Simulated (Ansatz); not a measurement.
# C4H5F: a ladder of functionals and wavefunction methods

An exercise on one series of results from a longer session: the logs are not shown, and one member is left open.

Method: functionals in def2-TZVPP, the program's frozen cores in correlated methods; program: Ansatz 0.2.0, Gaussian basis.

The runs, in order: LDA (SPW92), PBE-D4, revPBE-D4, BLYP-D4, r2SCAN-D4, B97M-V, PBE0-D4, B3LYP-D4, r2SCANh-D4, r2SCAN0-D4, HSE06-D4, BHLYP-D4, CAM-B3LYP-D4, LC-ωPBE, ωB97X-V, ωB97M-V, B2PLYP, PBE-QIDH; CCSD(T)/def2-SVP; CCSD(T)/def2-TZVPP; MP2/def2-QZVPP; extrapolation to the limit; RPA on PBE.

## Structure used throughout

The geometry comes from an earlier relaxation with PBE0-D4 in a triple-zeta def2 set; it is a stationary point, not always the lowest conformer.

10 atoms, charge 0, spin multiplicity 1.

Atoms are counted from 1 here; the program's logs count them from 0.

Bond lengths: C1–C2 1.199 Å, C1–H6 1.065 Å, C2–C3 1.457 Å, C3–C4 1.512 Å, C3–F5 1.390 Å, C3–H7 1.096 Å, C4–H8 1.091 Å, C4–H9 1.091 Å, C4–H10 1.090 Å. Angles: C2–C1–H6 179.5°, C1–C2–C3 178.6°, C2–C3–C4 112.7°, C2–C3–F5 109.4°, C2–C3–H7 108.9°, C4–C3–F5 108.9°, C4–C3–H7 110.3°, F5–C3–H7 106.4°, C3–C4–H8 109.6°, C3–C4–H9 110.0°, C3–C4–H10 110.1°, H8–C4–H9 109.0°, H8–C4–H10 109.3°, H9–C4–H10 108.8°.

Set-up of the first run:

in.yaml reads:

```yaml
crystal:
  periodic: [false, false, false]
  atoms:
    - {symbol: C, position_ang: [-1.549007, 1.663751, -0.194152]}
    - {symbol: C, position_ang: [-0.599212, 0.940606, -0.307956]}
    - {symbol: C, position_ang: [0.557685, 0.060529, -0.411225]}
    - {symbol: C, position_ang: [0.499427, -1.094912, 0.562662]}
    - {symbol: F, position_ang: [0.642065, -0.443008, -1.703641]}
    - {symbol: H, position_ang: [-2.393373, 2.305594, -0.102536]}
    - {symbol: H, position_ang: [1.467203, 0.650289, -0.248875]}
    - {symbol: H, position_ang: [1.381356, -1.724472, 0.436815]}
    - {symbol: H, position_ang: [0.473795, -0.719343, 1.586812]}
    - {symbol: H, position_ang: [-0.396838, -1.690133, 0.384998]}
basis:
  gaussian: {orbitals: def2-TZVPP}
hamiltonian: {xc: lda}
output: {orbitals: {seedname: orbitals}}
```

Run with:

```sh
$ ansatz run in.yaml --threads 2 --pin off --events-out ev --progress --plain --max-ram 4352MiB
```

Steps of the session up to this table: LDA; PBE-D4 (GGA); revPBE-D4 (GGA); BLYP-D4 (GGA); r2SCAN-D4 (meta-GGA); B97M-V (meta-GGA); B3LYP-D4 (hybrid); r2SCANh-D4 (hybrid); r2SCAN0-D4 (hybrid); HSE06-D4 (hybrid); BHLYP-D4 (hybrid); CAM-B3LYP-D4 (range-separated); LC-ωPBE (range-separated); ωB97X-V (range-separated); ωB97M-V (range-separated); B2PLYP (double hybrid); PBE-QIDH (double hybrid).

One table of the session follows, with a row left open; its other results are not shown here.

```
  functional  HOMO (eV)  gap (eV)
 LDA (SPW92)      -7.04      6.01
      PBE-D4      -6.86      6.10
   revPBE-D4      -6.79      6.13
     BLYP-D4      -6.73      6.09
   r2SCAN-D4      -7.10      6.63
      B97M-V      -7.12      6.73
     PBE0-D4      -8.13      8.43
    B3LYP-D4      -7.90      7.94
  r2SCANh-D4      -7.57      7.49
  r2SCAN0-D4          ?         ?
    HSE06-D4      -7.72      7.64
    BHLYP-D4      -9.25     10.66
CAM-B3LYP-D4      -9.52     10.95
     LC-ωPBE     -10.95     13.61
     ωB97X-V     -10.53     13.09
     ωB97M-V     -10.41     12.79
```

**Question.** Estimate the row for r2SCAN0-D4.

Worked estimate for «HOMO (eV)». Against the share of exact exchange, r2SCAN-D4 (0, -7.10), r2SCANh-D4 (0.1, -7.57) give a slope of -4.70 per unit share; at 0.25 the line stands at -8.27.

The run gave: HOMO (eV): -8.28; gap (eV): 8.76. In «HOMO (eV)» the line misses by +0.01.
